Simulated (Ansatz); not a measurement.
Reaction (formal loss of a carbene): `CC(F)OCF` → `COCF` + `[CH]F`

Computed with Ansatz on PBE0-D4/def2-TZVP structures; ΔE is electronic, products minus reactants. CCSD(T)/CBS adds triple-zeta CCSD(T) − MP2 to the extrapolated MP2 energy (def2 sets, frozen cores). This one scheme is used for every species. DFT in def2-TZVPP. B3LYP here is the variant with VWN-RPA as its local correlation; programs differ in this. One conformer a species, not always the lowest.

Is it downhill or uphill in electronic energy at CCSD(T)/CBS, and by how much? (Best estimate.)

Computed: Uphill: ΔE = +428.4 kJ/mol.

What do these levels give: BLYP-D4, ωB97X-V, B2PLYP, revPBE, PBE0, B3LYP, LC-ωPBE, RPA@PBE/def2-TZVPP, MP2/def2-TZVPP, CCSD(T)/def2-TZVPP, MP2/def2-QZVPP, CCSD/CBS(def2)? (An estimate is asked.)

The calculation gave: BLYP-D4 408.7, ωB97X-V 435.0, B2PLYP 425.2, revPBE 407.1, PBE0 446.0, B3LYP 413.7, LC-ωPBE 448.8, RPA@PBE/def2-TZVPP 393.5, MP2/def2-TZVPP 450.9, CCSD(T)/def2-TZVPP 423.1, MP2/def2-QZVPP 453.6, CCSD/CBS(def2) 425.5 kJ/mol.

Largest T1 diagnostic among the species: 0.018.

From PBE to PBE0 (25 % exact exchange), in def2-TZVPP and without D4, ΔE moves by +11.6 kJ/mol. At CCSD(T), def2-SVP lies +4.7 kJ/mol from the extrapolated value and def2-TZVPP −5.3 kJ/mol. Leaving LDA and LC-ωPBE aside and taking each functional with its dispersion term where it has one, the values, not all of them listed here, spread over 49.0 kJ/mol, from BLYP-D4 to r2SCAN0-D4. LDA lies +66.3 kJ/mol from PBE without D4.
